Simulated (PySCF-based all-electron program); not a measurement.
# Bond force of HCl, singlet

Calculated with an in-house all-electron program built on PySCF, in large uncontracted Gaussian sets near the basis limit; the spin-free Dirac equation, no spin–orbit coupling, spin-restricted. Forces are good to about 0.004 eV/Å. A positive force pushes the atoms apart.

| r (Å) | PBE (eV/Å) | r2SCAN (eV/Å) |
| --- | --- | --- |
| 1.020 | 17.884 | 17.628 |
| 1.08375 | 11.166 | 10.886 |
| 1.1475 | 6.339 | 6.045 |
| 1.17263 | 4.836 | ? |
| 1.27279 | 0.486 | 0.181 |
| 1.275 | 0.414 | 0.108 |
| 1.4025 | -2.535 | -2.837 |
| 1.78444 | -4.396 | -4.654 |

**Question.** What does r2SCAN give at the lengths left open?

**Answer.** 1.17263 Å: 4.538 eV/Å.

**Question.** Fit a Morse curve to the forces within 0.84 to 1.25 of the listed length with the smallest force. Where does the force vanish, what is the force constant, and what harmonic wavenumber follows with standard atomic masses?

**Answer.** PBE: 1.288 Å, 30 eV/Å², about 2910 cm⁻¹; r2SCAN: 1.278 Å, 32 eV/Å², about 2990 cm⁻¹. The points are far apart, so these are estimates.
